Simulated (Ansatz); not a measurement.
Cost and result for the atomization energy of `C/C(Cl)=C/F` (9 atoms, 8 bonds).

```csv
atom,x (Å),y (Å),z (Å)
C1,-0.3706,0.2523,-1.0766
C2,-0.2763,-0.1611,0.3468
Cl3,-1.7406,-0.6805,1.0916
C4,0.8521,-0.1448,1.0398
F5,0.9319,-0.5152,2.3138
H6,0.6073,0.5625,-1.4493
H7,-1.0683,1.0855,-1.1913
H8,-0.7343,-0.5723,-1.6946
H9,1.7988,0.1735,0.6198
```

Total charge 0; spin multiplicity 1. Geometry: relaxed with PBE0-D4/def2-TZVP. Program: Ansatz. Hardware: A = 2 threads of an AMD EPYC 7R13 on a shared host; B = 2 threads of an AMD EPYC 7R13 on a shared host and a share of an NVIDIA H100 80 GB. Times are those of one run each, without the atoms' runs, and a repeat can differ threefold. Electronic energies, without spin–orbit coupling; frozen cores. CCSD(T)/CBS extrapolates def2-TZVPP and def2-QZVPP, and its time is that of the two runs behind it. T1 = 0.011. B3LYP takes the VWN-RPA correlation (the form of Gaussian; ORCA's B3LYP/G).

CCSD(T)/CBS is a level of theory with its own doubt, some kJ/mol a heavy atom from the limit and from the frozen cores, so smaller differences don't rank the functionals.

```csv
level,functions,wall time
PBE-D4/def2-TZVPP (with forces) [A],222,2.8 s
PBE0-D4/def2-TZVPP [A],222,3.3 s
r2SCAN-D4/def2-TZVPP (with forces) [A],222,4.5 s
B3LYP-D4/def2-TZVPP (with forces) [A],222,5.5 s
B2PLYP/def2-TZVPP [A],222,6 s
CCSD(T)/def2-TZVPP [B],222,7 s
ωB97X-V/def2-TZVPP [A],222,7.5 s
ωB97M-V/def2-TZVPP (with forces) [A],222,11 s
CCSD(T)/def2-QZVPP [B],418,19 s
CCSD(T)/CBS(def2),–,26 s
```

Q: What atomization energy does each give, and how far from CCSD(T)/CBS? (Best estimate.)

A: The calculation gave: 
```json
{"level": "PBE-D4/def2-TZVPP (with forces) [A]", "atomization (kJ/mol)": "3678.7", "difference from CCSD(T)/CBS": "137.2", "per bond": "17.1"}
{"level": "PBE0-D4/def2-TZVPP [A]", "atomization (kJ/mol)": "3591.4", "difference from CCSD(T)/CBS": "49.9", "per bond": "6.2"}
{"level": "r2SCAN-D4/def2-TZVPP (with forces) [A]", "atomization (kJ/mol)": "3572.9", "difference from CCSD(T)/CBS": "31.4", "per bond": "3.9"}
{"level": "B3LYP-D4/def2-TZVPP (with forces) [A]", "atomization (kJ/mol)": "3544.9", "difference from CCSD(T)/CBS": "3.4", "per bond": "0.4"}
{"level": "B2PLYP/def2-TZVPP [A]", "atomization (kJ/mol)": "3512.6", "difference from CCSD(T)/CBS": "-28.9", "per bond": "-3.6"}
{"level": "CCSD(T)/def2-TZVPP [B]", "atomization (kJ/mol)": "3453.4", "difference from CCSD(T)/CBS": "-88.1", "per bond": "-11.0"}
{"level": "ωB97X-V/def2-TZVPP [A]", "atomization (kJ/mol)": "3552.5", "difference from CCSD(T)/CBS": "11.0", "per bond": "1.4"}
{"level": "ωB97M-V/def2-TZVPP (with forces) [A]", "atomization (kJ/mol)": "3562.6", "difference from CCSD(T)/CBS": "21.1", "per bond": "2.6"}
{"level": "CCSD(T)/def2-QZVPP [B]", "atomization (kJ/mol)": "3505.3", "difference from CCSD(T)/CBS": "-36.2", "per bond": "-4.5"}
{"level": "CCSD(T)/CBS(def2)", "atomization (kJ/mol)": "3541.5", "difference from CCSD(T)/CBS": "0.0", "per bond": "0.0"}
```

In def2-TZVPP, CCSD(T) changes the Hartree–Fock value by +892.0 kJ/mol (the triples alone add +65.1 kJ/mol) and MP2 by +983.1 kJ/mol; breaking electron pairs costs correlation energy, which Hartree–Fock lacks. The D4 term adds +27.9 kJ/mol with B3LYP and +14.5 kJ/mol with PBE0; it sums over pairs of atoms, weighted by their polarisabilities, and B3LYP, whose exchange is more repulsive, gets the larger term. From PBE to PBE0 (25 % exact exchange), in def2-TZVPP and without D4, the atomization energy moves by −84.4 kJ/mol: exact exchange takes away binding that semilocal exchange gives to molecules.
